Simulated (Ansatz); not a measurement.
**BH5NO+: one structure at several levels**

An exercise on one series of results from a longer session: the logs are not shown, and one member is left open.

Computed with Ansatz 0.2.0, Gaussian basis. Level: single points in def2-TZVPP.

Cores are frozen in the correlated methods.

### The system as given

SMILES `[NH3+]BO`, 8 atoms, charge 1, spin multiplicity 1.

Atoms are counted from 1 here; the program's logs count them from 0.

Bond lengths: N1–B2 1.567 Å, N1–H4 1.038 Å, N1–H5 1.039 Å, N1–H6 1.049 Å, B2–O3 1.315 Å, B2–H7 1.160 Å, O3–H8 0.967 Å. Angles: B2–N1–H4 107.4°, B2–N1–H5 112.8°, B2–N1–H6 111.7°, H4–N1–H5 115.8°, H4–N1–H6 104.1°, H5–N1–H6 104.8°, N1–B2–O3 110.8°, N1–B2–H7 117.2°, O3–B2–H7 132.0°, B2–O3–H8 109.6°.

Coordinates:

```xyz
8
charge 1, multiplicity 1
N    -0.4947    0.7380   -0.3874
B     0.5445   -0.2259    0.2812
O     0.0835   -1.4566    0.3157
H    -1.2310    0.1487   -0.8201
H    -0.0497    1.4384   -1.0125
H    -1.0108    1.3069    0.3272
H     1.5286    0.2459    0.6749
H     0.7706   -2.0507    0.6485
```

Set-up of the first run:

run/in.yaml reads:

```yaml
crystal:
  periodic: [false, false, false]
  atoms:
    - {symbol: N, position_ang: [-0.494667, 0.738045, -0.387387]}
    - {symbol: B, position_ang: [0.544484, -0.225934, 0.281174]}
    - {symbol: O, position_ang: [0.083496, -1.456564, 0.315734]}
    - {symbol: H, position_ang: [-1.231029, 0.148676, -0.820075]}
    - {symbol: H, position_ang: [-0.049657, 1.438435, -1.012521]}
    - {symbol: H, position_ang: [-1.010751, 1.306903, 0.327207]}
    - {symbol: H, position_ang: [1.528617, 0.245867, 0.674931]}
    - {symbol: H, position_ang: [0.770632, -2.050693, 0.648543]}
basis:
  gaussian: {orbitals: def2-TZVPP}
total_charge: 1
hamiltonian: {xc: pbe, dispersion: d4}
output: {forces: true}
```

Started as:

```
$ ansatz run in.yaml --threads 2 --pin off --events-out ev --progress --plain --max-ram 3481MiB
```

Among the steps run: PBE-D4/def2-TZVPP; r2SCAN-D4/def2-TZVPP; PBE0-D4/def2-TZVPP; wB97M-V/def2-TZVPP; CCSD(T)/def2-TZVPP.

One table of the session follows, with a row left open; its other results are not shown here.

| method | RMS force component (eV/Å) | angle to CCSD(T) forces (°) |
| --- | --- | --- |
| PBE-D4 | ? | ? |
| r2SCAN-D4 | 0.485 | 10.1 |
| PBE0-D4 | 0.516 | 16.2 |
| wB97M-V | 0.489 | 9.8 |
| CCSD(T) | 0.495 | reference |

Estimate the missing values for PBE-D4.

As computed: RMS force component (eV/Å): 0.443; angle to CCSD(T) forces (°): 23.0. In the column «RMS force component (eV/Å)» it is the lowest.

Caveats from the session: CCSD(T) in triple zeta still lacks some correlation energy of the bonds, so part of these gaps is its own basis error and they don't rank the functionals.
